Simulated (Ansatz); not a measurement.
# AlSF+ (doublet): the correlation ladder, cc-pVDZ

One table from this session's results is given with a row withheld; the runs are named, their logs left out.

Method: cc-pVDZ, core rule «outside noble gas», up to 11 orbitals frozen; program: Ansatz 0.2.0, Gaussian basis.

Plan: UHF; CCSD(T) on ROHF; CCSD(T) on UHF; BCCD(T) on ROHF; CISD; CCSDT(Q) on ROHF; CCSDT(Q) on UHF.

23 further runs of the same task are left out: 6 for a known fault of the program, 9 that didn't finish, 8 set aside as unsound or not needed.

## The system

The geometry is a PBE0/def2-TZVP stationary point (not a proven minimum) of the parent state, kept for this charge and spin.

3 atoms, charge 1, spin multiplicity 2.

Atoms are counted from 1 here; the program's logs count them from 0.

Bond lengths: F1–Al2 1.631 Å, Al2–S3 1.996 Å. Angles: F1–Al2–S3 180.0°.

Set-up of the first run:

in.yaml

```yaml
crystal:
  periodic: [false, false, false]
  atoms:
    - {symbol: F, position_ang: [0.000000, 0.000000, -1.752567]}
    - {symbol: Al, position_ang: [0.000000, 0.000000, -0.121767]}
    - {symbol: S, position_ang: [0.000000, 0.000000, 1.874333]}
basis:
  gaussian: {orbitals: cc-pVDZ}
total_charge: 1
magnetization: {spin_polarized: true, initial_magnetization: 1}
hamiltonian: {xc: hf}
output: {orbitals: {seedname: orbitals}}
```

On the command line:

```
> ansatz run in.yaml --threads 1 --pin off --events-out ev --progress --plain --max-ram 2393MiB
```

Steps of the session up to this table: UHF; CCSD(T) on ROHF; CCSD(T) on UHF; BCCD(T) on ROHF; CISD; CCSDT(Q) on ROHF; CCSDT(Q) on UHF.

One table of the session follows, with a row left open; its other results are not shown here.

It belongs to the step «Misses and costs». 

```
   method  from UCCSDT(Q) (kcal/mol)
     ROHF                    +228.28
      UHF                    +225.96
     RMP2                     +17.57
     UMP2                     +17.90
     CISD                     +25.58
    RCCSD                      +6.02
    UCCSD                      +5.96
 RCCSD(T)                      +1.10
 UCCSD(T)                      +1.10
  BCCD(T)                      +1.00
   RCCSDT                      +0.55
   UCCSDT                          ?
RCCSDT(Q)                      +0.10
UCCSDT(Q)                          0
```

**Question.** Estimate the row for UCCSDT.

As computed: from UCCSDT(Q) (kcal/mol): +0.54. In the column «from UCCSDT(Q) (kcal/mol)» it lies between RCCSDT(Q) (+0.10) and RCCSDT (+0.55).

To keep in mind: Restricted and unrestricted rows rest on different reference determinants; where their highest levels disagree by more than a few hundredths of an eV, they describe different states and don't form one ladder.
